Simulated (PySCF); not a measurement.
Species: 1-pentanol, C₅H₁₂O.
Numbering: `[CH3:1][CH2:2][CH2:3][CH2:4][CH2:5][OH:6]` (hydrogens: H7, H8, H9 on C1; H10, H11 on C2; H12, H13 on C3; H14, H15 on C4; H16, H17 on C5; H18 on O6)

Cartesian coordinates in Å at the GFN2-xTB level; atoms count from 1:
```
atom  x, y, z in Å
C1     2.7416    0.1565    0.4140
C2     1.4215    0.6208   -0.1894
C3     0.2574   -0.2824    0.2129
C4    -1.0627    0.1873   -0.3913
C5    -2.2306   -0.7103    0.0180
O6    -3.4529   -0.3105   -0.5559
H7     2.9798   -0.8520    0.0834
H8     2.6871    0.1568    1.5006
H9     3.5512    0.8165    0.1114
H10    1.2140    1.6423    0.1381
H11    1.5061    0.6334   -1.2784
H12    0.1710   -0.2973    1.3023
H13    0.4606   -1.3038   -0.1159
H14   -0.9900    0.1943   -1.4811
H15   -1.2679    1.2115   -0.0641
H16   -2.0645   -1.7309   -0.3344
H17   -2.3118   -0.7345    1.1156
H18   -3.6184    0.6085   -0.3173
```

The geometry is computed with GFN2-xTB (gas phase).

Take the most abundant isotopes and a rigid rotor. The values belong to one conformer with, in the numbering `[CH3:1][CH2:2][CH2:3][CH2:4][CH2:5][OH:6]`, C1–C2–C3–C4 180°, C2–C3–C4–C5 180°, C3–C4–C5–O6 -179°, C4–C5–O6–H -56°.

Task: Give the principal moments of inertia and the rotational constants in GHz.

Result: Ia = 32.32, Ib = 440.06, Ic = 455.62 u·Å²; 505379 MHz·u·Å²/I gives 15636, 1148 and 1109 MHz, that is A = 15.636, B = 1.1484, C = 1.1092 GHz.

Task: What kind of rotor is it?

Result: A near-prolate asymmetric top; Ray's κ = -0.995.

Task: What does the inertial defect say?

Result: Not planar: Δ = Ic − Ia − Ib = -16.76 u·Å². For a rigid frame Δ = −2 Σ m c², so Σ m c² = 8.38 u·Å² lies off the ab plane: 8.34 from hydrogen and 0.04 from heavier atoms. The atom farthest from that plane is 0.92 Å away.

Task: List the rotational levels J(Ka,Kc) to J = 5 (MHz).

Result: Above 0(0,0):
J = 1: 1(0,1) 2258, 1(1,1) 16745, 1(1,0) 16784
J = 2: 2(0,2) 6773, 2(1,2) 21221, 2(1,1) 21338, 2(2,1) 64800, 2(2,0) 64800
J = 3: 3(0,3) 13545, 3(1,3) 27935, 3(1,2) 28170, 3(2,2) 71573, 3(2,1) 71573, 3(3,1) 144106, 3(3,0) 144106
J = 4: 4(0,4) 22575, 4(1,4) 36887, 4(1,3) 37279, 4(2,3) 80603, 4(2,2) 80604, 4(3,2) 153137, 4(3,1) 153137, 4(4,1) 254683, 4(4,0) 254683
J = 5: 5(0,5) 33862, 5(1,5) 48076, 5(1,4) 48665, 5(2,4) 91891, 5(2,3) 91894, 5(3,3) 164425, 5(3,2) 164425, 5(4,2) 265972, 5(4,1) 265972, 5(5,1) 396532, 5(5,0) 396532

GFN2-xTB frequencies: not computed here. Zero-point vibration and centrifugal distortion are left out.
